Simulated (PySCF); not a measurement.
**First hyperpolarisability: SMILES CC1CC1, C4H8**

Geometry:
| atom | x (Å) | y (Å) | z (Å) |
| --- | --- | --- | --- |
| C1 | 1.450 | 0.244 | 0.060 |
| C2 | 0.119 | -0.149 | -0.512 |
| C3 | -0.898 | -0.822 | 0.356 |
| C4 | -1.120 | 0.587 | -0.110 |
| H5 | 2.138 | -0.606 | 0.090 |
| H6 | 1.337 | 0.615 | 1.082 |
| H7 | 1.921 | 1.036 | -0.530 |
| H8 | 0.148 | -0.485 | -1.545 |
| H9 | -1.511 | -1.605 | -0.072 |
| H10 | -0.643 | -0.974 | 1.398 |
| H11 | -1.885 | 0.765 | -0.856 |
| H12 | -1.015 | 1.382 | 0.620 |

The calculation used PySCF, quadratic response CAM-B3LYP/def2-TZVPD first hyperpolarisability, Taylor convention, gas phase. Geometry: PBE0-D3(BJ)/def2-TZVP.

Question: Give β for the processes computed.

Answer: In au, Taylor convention; the vector part is βᵢ = ⅓ Σⱼ (βᵢⱼⱼ + βⱼᵢⱼ + βⱼⱼᵢ); β∥ is 3/5 of the vector part along the dipole, the dipole points from − to +:
| process | λ (nm) | β vector norm | β∥ | β HRS | depolarisation ratio |
| --- | --- | --- | --- | --- | --- |
| static β(0;0,0) | ∞ | 35.5 | 12.0 | 13.4 | 7.34 |
| second harmonic β(−2ω;ω,ω) | 1907 | 36.8 | 12.4 | 13.9 | 7.35 |
| Pockels β(−ω;ω,0) | 1907 | 35.9 | 12.1 | – | – |
| second harmonic β(−2ω;ω,ω) | 1064 | 39.9 | 13.6 | 15.0 | 7.38 |
| Pockels β(−ω;ω,0) | 1064 | 36.9 | 12.5 | – | – |

Question: Which lowest excitations, dipole and polarisabilities go with it?

Answer: S1 7.47 eV (f = 0.008); S2 7.74 eV (f = 0.006); S3 7.92 eV (f = 0.014); dipole 0.14 D; isotropic α 48.2 au static, 48.3 au at 1907 nm, 48.5 au at 1064 nm, 48.6 au at 953.5 nm, 49.5 au at 532 nm.
